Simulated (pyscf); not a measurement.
Structures and frequencies: ωB97X-D3(BJ)/def2-SVP in PySCF. MP2 and CC: frozen core, UHF for open shells. ΔMP2 is the change of the MP2 total energy from the triple- to the quadruple-zeta basis.

Estimate by transition-state theory the rate constant of methylsilane (H₃C–SiH₃) + H atom (H•) -> silane (SiH₄) + methyl (CH₃•) (doublet surface; C–Si broken, H–Si formed) at 900 K, with CCSD(T)/def2-TZVPP + ΔMP2(QZVPP) energies (ideal gas, 1 atm, RRHO with modes under 100 cm⁻¹ raised to 100, one conformer, R ln 2 for rigid chiral ones; no tunnelling).

The electronic barrier is 13.8 kcal/mol and the thermal terms add +21.3, so ΔG‡ = 35.1 kcal/mol. With k_BT/h = 1.88e+13 s⁻¹ and RT = 1.788 kcal/mol, and a volume of 1.23e-19 cm³ per molecule at 1 atm, k = 6.8e-15 cm³ molecule⁻¹ s⁻¹. Wigner's tunnelling factor for 598i cm⁻¹ would be 1.04. A shift of 1 kcal/mol in the barrier changes k by a factor 1.7. The same reactants have a lower exit, to H₃C–SiH₂• + H₂ (barrier +4.7 kcal/mol at ωB97M-D3(BJ), against +12.1 kcal/mol here). This is the saddle that the search found; another between the same sides may lie lower. The angle at the attacked Si is 180°. The CCSD(T) − MP2 part came from Ansatz, without density fitting, on the same reference.
